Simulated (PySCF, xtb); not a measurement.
CCl₄, SMILES ClC(Cl)(Cl)Cl.

GFN2-xTB (xtb) at its own geometry gives an orbital gap of 5.11 eV and a dipole moment of 0.00 D.

Coordinates come from a ωB97X-D3(BJ)/def2-SVP optimisation.

What does B3LYP/def2-TZVP (PySCF) give? (Estimate from the structure and the level; the computed values follow.)

gap 7.04 eV (levels -8.77 and -1.73 eV), dipole 0.00 D.
